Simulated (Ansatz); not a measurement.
A made-up structure of CH5S (charge +1), singlet:

C1  (-0.489, -0.419, -0.367)
S2  (0.584, 0.193, 0.949)
H3  (-1.499, -0.423, 0.044)
H4  (0.761, -0.058, 2.274)
H5  (-0.415, 0.207, -1.252)
H6  (0.257, 1.506, 0.935)
H7  (1.732, 0.378, 0.258)
(Å)

It is relaxed with PBE-D4/def2-SVP and then PBE0-D4/def2-TZVP (Ansatz 0.2.0). Atoms count as bonded within 1.22 times the sum of their covalent radii (H–H: 0.88 Å). The end point is not checked to be a true minimum.

(1) Does its bonding change? (Judge from chemistry; the calculation decides.)

Results:

(1) The calculation gives: No: no bond forms or breaks.

Where it ends: The first stage lowers the energy by 1.87 eV in 9 steps. It ends as CH₅S ([CH2][SH3]), total charge +1:
C1  (-0.498, -0.342, -0.264)
S2  (0.480, 0.429, 0.751)
H3  (-1.472, -0.593, 0.142)
H4  (0.517, -0.196, 1.955)
H5  (-0.387, -0.063, -1.306)
H6  (0.530, 1.738, 1.267)
H7  (1.759, 0.411, 0.296)
(Å)

Labels in which every atom is bracketed show which atoms are joined, not bond orders.

For scale, one of the runs: PBE0-D4/def2-TZVP relaxation, 98 basis functions, launched by `ansatz run in.yaml --threads 2 --pin off --events-out ev --progress --plain --max-ram 4352MiB`. Hardware: 2 CPU threads of an Arm Neoverse N1, shared host. Wall time about 15 s.
